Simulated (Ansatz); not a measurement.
A search over several starts for the lowest SCF solution of the cluster S5⁺ at the given spin, in a small basis.

```yaml
crystal:
  periodic: [false, false, false]
  atoms:
    - {symbol: S, position_ang: [-0.416808, -1.134790, 0.208239]}
    - {symbol: S, position_ang: [0.484236, 1.983468, -0.501481]}
    - {symbol: S, position_ang: [-1.207434, 1.689542, -1.357828]}
    - {symbol: S, position_ang: [1.218837, 0.278927, 0.590034]}
    - {symbol: S, position_ang: [-0.078831, -2.817148, 1.061036]}
basis:
  gaussian: {orbitals: def2-SVP, initial_orbitals: start.molden}
total_charge: 1
magnetization: {spin_polarized: true, initial_magnetization: 1}
hamiltonian: {xc: pbe, dispersion: d4}
output: {orbitals: {seedname: orbitals}}
```

The file start.molden holds the orbitals of an earlier run on this structure, at another level or in another basis.

```sh
$ ansatz run in.yaml --threads 4 --pin off --events-out ev --progress --plain --max-ram 4787MiB
```

Output, abridged:

```
Functional definition: PBE
  name "PBE"
  cite "Perdew, Burke & Ernzerhof, Phys. Rev. Lett. 77, 3865 (1996) doi:10.1103/PhysRevLett.77.3865"
  parent pbe
  parameter kappa = 0.804
  parameter beta = 0.06672455060314922
  exchange = pbe_x(kappa = kappa, mu = beta*pi^2/3)
  correlation = pbe_c(beta = beta)
1025 factors; their error is unknown
mean field evaluation 1: about -54076.2735 eV, gradient 5.7e1 eV
mean field evaluation 2: about -54093.8207 eV, gradient 2.8e1 eV
mean field evaluation 4: about -54123.5774 eV, gradient 9.7e0 eV
mean field evaluation 8: about -54127.8639 eV, gradient 1.9e0 eV
mean field evaluation 16: about -54128.5243 eV, gradient 3.3e-5 eV
mean field evaluation 32: about -54128.5243 eV, gradient 2.5e-3 eV
mean field evaluation 64: about -54126.6410 eV, gradient 3.1e-1 eV
mean field -54128.52433973 eV, -1989.1865798535 hartree, gradient 3.3e-5 eV, S^2 0.781026; 7 other end points of the search recorded, 0 dependent functions left out
reference -54128.52436085 eV, -1989.1865806297 hartree; 40, 39 occupied and 50, 51 virtual orbitals, 1025 factors
Total energy: -54128.78969193 eV, -1989.1963313670 hartree
```

It took 3.9 s on 4 threads of AMD EPYC 7B13 on a shared host.

Another isomer (doublet) lies 0.90 eV lower at PBE0-D4/def2-TZVP; other spin states weren't run for this one.
